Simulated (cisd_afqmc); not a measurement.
Input (AFQMC/CISD/cc-pV(D+d)Z; cisd_afqmc is a phaseless AFQMC code with CISD trial states that reads the integrals written by Ansatz): A basis named .json is the Basis Set Exchange file of that set.

Ansatz 0.2 input:
```python
import cisd_afqmc

open("ham.yaml", "w").write("""\
crystal:
  periodic: [false, false, false]
  atoms:
    - {symbol: Si, position_ang: [-0.00000000, -0.00000000, -0.57233761]}
    - {symbol: O, position_ang: [0.00000000, 0.00000000, 1.00159081]}
basis:
  gaussian:
    orbitals: cc-pV_D+d_Z.json
magnetization: {spin_polarized: true, initial_magnetization: 2}
correlation: {method: ccsd, electrons: outside_noble_gas, hamiltonian_folder: ham}
""")
rep = cisd_afqmc.ansatz("ham.yaml")
e_ccsd = rep["correlation"]["coupled_cluster"]["energy"]["hartree"]
out = cisd_afqmc.run("ham", e_ccsd, trial="CISD", walkers=200, populations=8, threads=8, dt=0.005, steps=40, early=24, settle=10, least=32,
    cut=5e-5, rank_cut=2e-4, target=0.0004, seconds=1500, seed=1, memory=17280, gpu=False)
```

Output:

```
WARN ansatz::render: the results are in doubt because among natural orbitals full CI differs from the method by -0.147 eV
orbitals 31, occupied [6, 4], factors 165 of 387, rank of the doubles 146 of 258
E(HF) = -363.670203
E(CCSD) on the cut factors = -363.925938, shift to the whole factors -0.000001
Energy of the trial state on the determinant = -363.925944
  tau behind 7.2 of longer steps, mean of the populations' last blocks
   2.0  -363.93767
   4.0  -363.93583
   6.0  -363.93739
   8.0  -363.93606
  10.0  -363.93113
blocks 443 (4 outliers left out), error by blocks joined: 1: 0.00024, 2: 0.00028, 4: 0.00033, 8: 0.00040, 16: 0.00037
E(AFQMC/CISD) = -363.93548 +/- 0.00040
```

The determinant is spin-contaminated: <S^2> is 2.04, 0.04 over the pure value.

This triplet is an excited state, 4.2 eV above the singlet at CCSD(T)/cc-pV(5+d)Z (Ansatz).

The two halves of the walk average -363.93637 and -363.93459 Eh, farther apart than the printed bar allows, so the bar may be too narrow.

The run carries these doubts: large difference.
